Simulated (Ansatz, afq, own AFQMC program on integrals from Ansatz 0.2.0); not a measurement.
**BH₂O (doublet): quantum Monte Carlo beside coupled cluster at angle O2–B1–H3 = 106.3°, cc-pVDZ**

Aim: compute BH₂O (doublet) with auxiliary-field quantum Monte Carlo on the same integrals as coupled cluster, and set the energies side by side.

Method: cc-pVDZ, frozen cores; program: Ansatz 0.2.0, Gaussian basis, and an in-house AFQMC program (afq) on its integrals; all values are calculated.

Plan: PBE (unrestricted); r2SCAN (unrestricted); PBE0 (unrestricted); B3LYP (unrestricted); wB97M-V (unrestricted); B2PLYP (unrestricted); CCSD(T) on UHF; CCSDT(Q) on UHF; Phaseless AFQMC, CISD trial on UHF.

1 further run of the same task is left out (it didn't finish).

**1. The geometry**

The geometry derives from a PBE0/def2-TZVP stationary point (not a proven minimum). One angle is set to the value named; bond lengths are kept.

4 atoms, charge 0, spin multiplicity 2.

Atoms are counted from 1 here; the program's logs count them from 0.

Bond lengths: B1–O2 1.333 Å, B1–H3 1.201 Å, O2–H4 0.961 Å. Angles: O2–B1–H3 106.3°, B1–O2–H4 114.7°.

**2. PBE (unrestricted)**

in.yaml

```yaml
crystal:
  periodic: [false, false, false]
  atoms:
    - {symbol: B, position_ang: [0.000000, -0.339122, 0.712191]}
    - {symbol: O, position_ang: [0.000000, 0.219059, -0.498371]}
    - {symbol: H, position_ang: [0.000000, 0.566294, 1.500759]}
    - {symbol: H, position_ang: [0.000000, -0.406126, -1.228772]}
basis:
  gaussian: {orbitals: cc-pVDZ}
magnetization: {spin_polarized: true, initial_magnetization: 1}
hamiltonian: {xc: {name: PBE}}
output: {orbitals: {seedname: orbitals}}
```

The run is started by

```
$ ansatz run in.yaml --threads 1 --pin off --events-out ev --progress --plain --max-ram 1382MiB
```

Output:

```text
Functional definition: PBE
  name "PBE"
  cite "Perdew, Burke & Ernzerhof, Phys. Rev. Lett. 77, 3865 (1996) doi:10.1103/PhysRevLett.77.3865"
  parent pbe
  parameter kappa = 0.804
  parameter beta = 0.06672455060314922
  exchange = pbe_x(kappa = kappa, mu = beta*pi^2/3)
  correlation = pbe_c(beta = beta)
405 factors; their error is unknown
mean field evaluation 1: about -2747.4582 eV, gradient 3.2e1 eV
mean field evaluation 2: about -2728.1656 eV, gradient 7.6e1 eV
mean field evaluation 4: about -2751.2294 eV, gradient 2.2e0 eV
mean field evaluation 8: about -2751.2310 eV, gradient 2.4e-2 eV
mean field -2751.23104401 eV, -101.1058760159 hartree, gradient 1.7e-5 eV, S^2 0.752023; 0 other end points of the search recorded, 0 dependent functions left out
reference -2751.23106941 eV, -101.1058769493 hartree; 8, 7 occupied and 30, 31 virtual orbitals, 405 factors
Total energy: -2751.23106941 eV, -101.1058769493 hartree
```

Wall time 0.63 s (1 thread of Arm Neoverse V1, shared host).

From the report: ⟨S²⟩ of the determinant 0.752 (pure doublet: 0.75).

**3. r2SCAN (unrestricted)**

in.yaml: that of step 2 with these lines changed.

```diff
@@ -10,3 +10,2 @@
 magnetization: {spin_polarized: true, initial_magnetization: 1}
-hamiltonian: {xc: {name: PBE}}
-output: {orbitals: {seedname: orbitals}}
+hamiltonian: {xc: {name: r2SCAN}}
```

Launched as before.

Output:

```text
Functional definition: r2SCAN
  name "r2SCAN"
  cite "Furness, Kaplan, Ning, Perdew & Sun, J. Phys. Chem. Lett. 11, 8208 (2020) doi:10.1021/acs.jpclett.0c02405"
  cite "Furness, Kaplan, Ning, Perdew & Sun, J. Phys. Chem. Lett. 11, 9248 (2020) doi:10.1021/acs.jpclett.0c03077"
  parent r2scan
  parameter k0 = 0.174
  parameter k1 = 0.065
  parameter a1 = 4.9479
  exchange = r2scan_x(k0 = k0, k1 = k1, a1 = a1)
  correlation = r2scan_c
405 factors; their error is unknown
mean field evaluation 1: about -2750.0531 eV, gradient 3.0e1 eV
mean field evaluation 2: about -2739.2171 eV, gradient 6.1e1 eV
mean field evaluation 4: about -2753.2400 eV, gradient 1.3e0 eV
mean field evaluation 8: about -2753.2254 eV, gradient 6.2e-2 eV
mean field evaluation 16: about -2753.2254 eV, gradient 4.6e-5 eV
mean field -2753.22541771 eV, -101.1791678975 hartree, gradient 4.6e-5 eV, S^2 0.752976; 0 other end points of the search recorded, 0 dependent functions left out
reference -2753.22542630 eV, -101.1791682135 hartree; 8, 7 occupied and 30, 31 virtual orbitals, 405 factors
Total energy: -2753.22542630 eV, -101.1791682135 hartree
```

It took 1.5 s on 1 thread of Arm Neoverse V1, shared host.

From the report: ⟨S²⟩ of the determinant 0.753 (pure doublet: 0.75).

**4. PBE0 (unrestricted)**

in.yaml: that of step 3 with these lines changed.

```diff
@@ -10,2 +10,3 @@
 magnetization: {spin_polarized: true, initial_magnetization: 1}
-hamiltonian: {xc: {name: r2SCAN}}
+hamiltonian: {xc: {name: PBE0}}
+output: {orbitals: {seedname: orbitals}}
```

Launched as before.

Output:

```text
Functional definition: PBE0
  name "PBE0"
  cite "Adamo & Barone, J. Chem. Phys. 110, 6158 (1999) doi:10.1063/1.478522"
  cite "Perdew, Burke & Ernzerhof, Phys. Rev. Lett. 77, 3865 (1996) doi:10.1103/PhysRevLett.77.3865"
  parent pbe
  parameter a = 0.25
  parameter kappa = 0.804
  parameter beta = 0.06672455060314922
  exchange = (1 - a)*pbe_x(kappa = kappa, mu = beta*pi^2/3) + a*exact_x
  correlation = pbe_c(beta = beta)
347 factors; integrals over basis functions are off by at most 1.4e-3 eV
mean field evaluation 1: about -2748.7525 eV, gradient 2.8e1 eV
mean field evaluation 2: about -2744.0443 eV, gradient 4.5e1 eV
mean field evaluation 4: about -2751.4620 eV, gradient 7.1e-1 eV
mean field evaluation 8: about -2751.4649 eV, gradient 1.3e-2 eV
mean field evaluation 16: about -2751.4649 eV, gradient 2.9e-5 eV
mean field -2751.46486181 eV, -101.1144686615 hartree, gradient 2.9e-5 eV, S^2 0.752193; 0 other end points of the search recorded, 0 dependent functions left out
reference -2751.46488070 eV, -101.1144693557 hartree; 8, 7 occupied and 30, 31 virtual orbitals, 347 factors
Total energy: -2751.46488070 eV, -101.1144693557 hartree
```

Wall time 0.72 s (1 thread of Arm Neoverse V1, shared host).

From the report: ⟨S²⟩ of the determinant 0.752 (pure doublet: 0.75).

**5. B3LYP (unrestricted)**

in.yaml: that of step 4 with these lines changed.

```diff
@@ -10,3 +10,2 @@
 magnetization: {spin_polarized: true, initial_magnetization: 1}
-hamiltonian: {xc: {name: PBE0}}
-output: {orbitals: {seedname: orbitals}}
+hamiltonian: {xc: {name: B3LYP}}
```

The command is unchanged.

Output (excerpt; [...] marks lines left out):

```text
Functional definition: B3LYP
  name "B3LYP"
  cite "Stephens, Devlin, Chabalowski & Frisch, J. Phys. Chem. 98, 11623 (1994) doi:10.1021/j100096a001"
  cite "Becke, Phys. Rev. A 38, 3098 (1988) doi:10.1103/PhysRevA.38.3098"
  cite "Lee, Yang & Parr, Phys. Rev. B 37, 785 (1988) doi:10.1103/PhysRevB.37.785"
  cite "Vosko, Wilk & Nusair, Can. J. Phys. 58, 1200 (1980) doi:10.1139/p80-159"
[...]
347 factors; integrals over basis functions are off by at most 1.4e-3 eV
[...]
mean field -2754.81214450 eV, -101.2374790318 hartree, gradient 2.2e-5 eV, S^2 0.751735; 0 other end points of the search recorded, 0 dependent functions left out
reference -2754.81231289 eV, -101.2374852199 hartree; 8, 7 occupied and 30, 31 virtual orbitals, 347 factors
Total energy: -2754.81231289 eV, -101.2374852199 hartree
```

It took 0.75 s on 1 thread of Arm Neoverse V1, shared host.

From the report: ⟨S²⟩ of the determinant 0.752 (pure doublet: 0.75).

**6. wB97M-V (unrestricted)**

in.yaml: that of step 5 with these lines changed.

```diff
@@ -10,2 +10,3 @@
 magnetization: {spin_polarized: true, initial_magnetization: 1}
-hamiltonian: {xc: {name: B3LYP}}
+hamiltonian: {xc: {name: wB97M-V}}
+output: {orbitals: {seedname: orbitals}}
```

The command is unchanged.

Output (excerpt; [...] marks lines left out):

```text
Functional definition: wB97M-V
  name "wB97M-V"
  cite "Mardirossian & Head-Gordon, J. Chem. Phys. 144, 214110 (2016) doi:10.1063/1.4952647"
  cite "Becke, J. Chem. Phys. 107, 8554 (1997) doi:10.1063/1.475007"
  cite "Vydrov & Van Voorhis, J. Chem. Phys. 133, 244103 (2010) doi:10.1063/1.3521275"
  # Of w^i u^j: cxij and so on, Table III.
[...]
  gx(w, u) = 1 - cx + cx01*u + cx10*w
  gss(w, u) = css00 + css04*u^4 + css10*w + css20*w^2 + css43*w^4*u^3
  gos(w, u) = cos00 + cos10*w + (cos20 + cos21*u)*w^2 + (cos60 + cos61*u)*w^6
[...]
      + integral(e_c_pw_mod_opposite_spin*gos(b97_w_opposite, b97_u_opposite)) + vv10(b, c)
347 factors; integrals over basis functions are off by at most 1.4e-3 eV
111 factors; integrals over basis functions are off by at most 1.2e-5 eV
[...]
mean field -2753.48845862 eV, -101.1888344729 hartree, gradient 2.7e-5 eV, S^2 0.751546; 0 other end points of the search recorded, 0 dependent functions left out
reference -2753.48848768 eV, -101.1888355407 hartree; 8, 7 occupied and 30, 31 virtual orbitals, 347 factors
Total energy: -2753.48848768 eV, -101.1888355407 hartree
```

Run time: 2.9 s. Hardware: 1 thread of Arm Neoverse V1, shared host.

From the report: ⟨S²⟩ of the determinant 0.752 (pure doublet: 0.75).

**7. B2PLYP (unrestricted)**

in.yaml: that of step 6 with these lines changed.

```diff
@@ -10,3 +10,3 @@
 magnetization: {spin_polarized: true, initial_magnetization: 1}
-hamiltonian: {xc: {name: wB97M-V}}
-output: {orbitals: {seedname: orbitals}}
+hamiltonian: {xc: {name: B2PLYP}}
+correlation: {electrons: outside_noble_gas}
```

Launched as before.

Output (excerpt; [...] marks lines left out):

```text
Functional definition: B2PLYP
  name "B2PLYP"
  cite "Grimme, J. Chem. Phys. 124, 034108 (2006) doi:10.1063/1.2148954"
  cite "Becke, Phys. Rev. A 38, 3098 (1988) doi:10.1103/PhysRevA.38.3098"
  cite "Lee, Yang & Parr, Phys. Rev. B 37, 785 (1988) doi:10.1103/PhysRevB.37.785"
[...]
347 factors; integrals over basis functions are off by at most 1.4e-3 eV
[...]
mean field -2749.76637586 eV, -101.0520504543 hartree, gradient 1.8e-6 eV, S^2 0.752454; 0 other end points of the search recorded, 0 dependent functions left out
2 core orbitals not correlated: weight in the atoms' cores, before any rotation towards them, 1.000 or more for the frozen orbitals, at most 0.000 for the correlated occupied ones
reference -2749.76648192 eV, -101.0520543518 hartree; 6, 5 occupied and 30, 31 virtual orbitals, 347 factors
second order -8.51253984 eV of doubles, -0.00000000 eV of singles
Total energy: -2752.06486767 eV, -101.1365184705 hartree
```

It took 0.87 s on 1 thread of Arm Neoverse V1, shared host.

From the report: ⟨S²⟩ of the determinant 0.752 (pure doublet: 0.75).

**8. CCSD(T) on UHF**

in.yaml: that of step 7 with these lines changed.

```diff
@@ -10,3 +10,2 @@
 magnetization: {spin_polarized: true, initial_magnetization: 1}
-hamiltonian: {xc: {name: B2PLYP}}
-correlation: {electrons: outside_noble_gas}
+correlation: {method: ccsd_t, electrons: outside_noble_gas, hamiltonian_folder: ham}
```

Same command.

Output (excerpt; [...] marks lines left out):

```text
Functional definition: HF
  name "HF"
  cite "Fock, Z. Phys. 61, 126 (1930) doi:10.1007/BF01340294"
  parent pbe
[...]
347 factors; integrals over basis functions are off by at most 1.4e-3 eV
[...]
mean field -2739.85769957 eV, -100.6879133171 hartree, gradient 2.6e-6 eV, S^2 0.753717; 1 other end points of the search recorded, 0 dependent functions left out
determinant -2739.85769957 eV, -100.6879133171 hartree, with singles and doubles -2747.26809085 eV, -100.9602401734 hartree
determinant -2736.38159458 eV, -100.5601688146 hartree, with singles and doubles -2743.95795070 eV, -100.8385947669 hartree
2 core orbitals not correlated: weight in the atoms' cores, before any rotation towards them, 1.000 or more for the frozen orbitals, at most 0.000 for the correlated occupied ones
reference -2739.85769957 eV, -100.6879133171 hartree; 6, 5 occupied and 30, 31 virtual orbitals, 347 factors
second order -6.94426667 eV of doubles, -0.00000000 eV of singles
cycle   1  -7.41051381 eV  change   -1.2e-4 eV  update   4.9e-4
[...]
cycle   6  -7.41056692 eV  change   -9.9e-6 eV  update   3.3e-6
perturbative correction -0.17842540 eV, -0.0065570125 hartree
Total energy: -2747.44669189 eV, -100.9668036408 hartree
```

It took 1.2 s on 1 thread of Arm Neoverse V1, shared host.

From the report: ⟨S²⟩ of the determinant 0.754 (pure doublet: 0.75); correlation -7.5890 eV; T1 0.018; largest double amplitude 0.05.

This run also writes the integrals to the folder ham.

**9. CCSDT(Q) on UHF**

in.yaml: that of step 8 with these lines changed.

```diff
@@ -10,2 +10,2 @@
 magnetization: {spin_polarized: true, initial_magnetization: 1}
-correlation: {method: ccsd_t, electrons: outside_noble_gas, hamiltonian_folder: ham}
+correlation: {method: ccsdt_q, electrons: outside_noble_gas}
```

Launched as before.

Output (excerpt; [...] marks lines left out):

```text
Functional definition: HF
  name "HF"
  cite "Fock, Z. Phys. 61, 126 (1930) doi:10.1007/BF01340294"
  parent pbe
[...]
680 factors; integrals over basis functions are off by at most 1.6e-7 eV
[...]
mean field -2739.85773609 eV, -100.6879146589 hartree, gradient 2.6e-6 eV, S^2 0.753717; 1 other end points of the search recorded, 0 dependent functions left out
determinant -2739.85773609 eV, -100.6879146589 hartree, with singles and doubles -2747.26812486 eV, -100.9602414235 hartree
determinant -2736.38164892 eV, -100.5601708115 hartree, with singles and doubles -2743.95800029 eV, -100.8385965891 hartree
2 core orbitals not correlated: weight in the atoms' cores, before any rotation towards them, 1.000 or more for the frozen orbitals, at most 0.000 for the correlated occupied ones
reference -2739.85773609 eV, -100.6879146589 hartree; 6, 5 occupied and 30, 31 virtual orbitals, 680 factors
second order -6.94429198 eV of doubles, -0.00000000 eV of singles
cycle   1  -7.14072349 eV  change   -2.0e-1 eV  update   8.0e-2
[...]
cycle  16  -7.60456688 eV  change    7.7e-9 eV  update   6.6e-7
perturbative correction -0.01747893 eV, -0.0006423389 hartree
Total energy: -2747.47978190 eV, -100.9680196763 hartree
```

Run time: 19 s. Hardware: 1 thread of Arm Neoverse V1, shared host; peak memory 0.33 GiB.

From the report: ⟨S²⟩ of the determinant 0.754 (pure doublet: 0.75); correlation -7.6220 eV; T1 0.018; largest double amplitude 0.05.

**10. Phaseless AFQMC, CISD trial on UHF**

It reads the integrals that the CCSD(T) run on this determinant wrote.

The run is started by

```
$ afq ham --method phaseless --trial cisd --walkers 60 --populations 1 --least-time 40 --time-step 0.005 --steps-per-block 50 --equilibration-blocks 28 --max-blocks 300 --target-error 0.0004 --factor-cut 1e-05 --start spin_pure --seed 700 --release-times 0.24,0.51,0.99,1.62,2.4 --release-step 0.03 --release-every 4 --taylor-order 6
```

Output:

```text
orbitals 36  electrons 6 5  factors 281 of 347
reference energy -100.68791332 Eh
CCSD correlation -0.27233302 Eh in 10 cycles, weight of the determinant in the CISD state 0.9091
energy of the start -100.960184 Eh
 block  time / (1/Eh)  mean weight  energy / Eh
     1     0.250  0.9994  -100.957381
     2     0.500  0.9974  -100.959482
     3     0.750  0.9994  -100.959618
     4     1.000  1.0006  -100.967537
     5     1.250  1.0001  -100.965732
     6     1.500  1.0025  -100.964169
     7     1.750  0.9995  -100.963715
     8     2.000  1.0015  -100.962363
     9     2.250  0.9998  -100.964010
    10     2.500  1.0034  -100.959907
    17     4.250  1.0025  -100.963551
    25     6.250  0.9998  -100.962523
    33     8.250  1.0010  -100.986520
    41    10.250  0.9988  -100.964728
    49    12.250  0.9998  -100.967100
    57    14.250  0.9998  -100.965941
    65    16.250  0.9983  -100.961803
    73    18.250  0.9979  -100.963175
    81    20.250  0.9968  -100.972590
    89    22.250  1.0003  -100.962448
    97    24.250  0.9986  -100.968527
   105    26.250  1.0024  -100.967012
   113    28.250  0.9991  -100.964909
   121    30.250  1.0033  -100.963774
   129    32.250  0.9961  -100.968239
   137    34.250  1.0008  -100.970663
   145    36.250  0.9974  -100.969716
   153    38.250  0.9998  -100.978781
   161    40.250  1.0001  -100.975109
   169    42.250  1.0000  -100.978186
   177    44.250  1.0007  -100.965046
   185    46.250  1.0008  -100.969511
   193    48.250  1.0016  -100.969140
   201    50.250  1.0010  -100.964186
   209    52.250  0.9999  -100.963532
   217    54.250  1.0009  -100.964057
   225    56.250  1.0004  -100.966099
   233    58.250  1.0016  -100.969322
   241    60.250  1.0014  -100.965488
   249    62.250  0.9998  -100.959727
   257    64.250  1.0031  -100.966643
   265    66.250  1.0002  -100.969517
   273    68.250  0.9972  -100.964573
   281    70.250  1.0005  -100.972480
   289    72.250  1.0013  -100.972109
   297    74.250  0.9995  -100.964326
   305    76.250  1.0004  -100.974835
   313    78.250  1.0016  -100.961078
   321    80.250  0.9999  -100.967838
blocks merged  error / Eh  count
     1  0.000335  300
     2  0.000398  150
     4  0.000468  75
     8  0.000472  37
    16  0.000528  18
    32  0.000624  9
released: time / (1/Eh)  energy / Eh  error  mean overlap
  0.24  -100.967777  0.000663  0.9933
  0.51  -100.967688  0.000456  0.9940
  0.99  -100.967797  0.000491  0.9939
  1.62  -100.967331  0.000433  1.0003
  2.40  -100.967451  0.000670  1.0024
energy -100.967610 +/- 0.000528 Eh
```

It took 8 min on 1 thread of Arm Neoverse V1, shared host.

Energy -2747.4686 ± 0.0144 eV. Caveats: constraint bias not in the error.

**11. All levels side by side**

On the UHF determinant, counted from CCSDT(Q) (a yardstick, not exact):

```csv
level,energy (eV),from CCSDT(Q) (kJ/mol),statistical error (kJ/mol),time
HF,-2739.8577,+735.4,,
MP2,-2746.8020,+65.4,,
CCSD,-2747.2683,+20.4,,
CCSD(T),-2747.4467,+3.2,,
CCSDT(Q),-2747.4798,0.0,,
"Phaseless AFQMC, CISD trial, step 0.005, 60 walkers",-2747.4686,+1.1,1.4,8 min
```

The functionals' totals stand on their own zeros and serve differences with other points: PBE -2751.231 eV; r2SCAN -2753.225 eV; PBE0 -2751.465 eV; B3LYP -2754.812 eV; wB97M-V -2753.488 eV; B2PLYP -2752.065 eV.

**12. Summary of results**

```
                                        quantity              value
                    CCSD(T) on UHF from CCSDT(Q)        +3.2 kJ/mol
Phaseless AFQMC, CISD trial on UHF from CCSDT(Q)  +1.1 ± 1.4 kJ/mol
```

What this shows: On UHF the phaseless walk with the CISD trial lies +1.1 kJ/mol from CCSDT(Q), within three error bars. Error bars are statistical and leave out the constraint, the time step and what remains of the start.
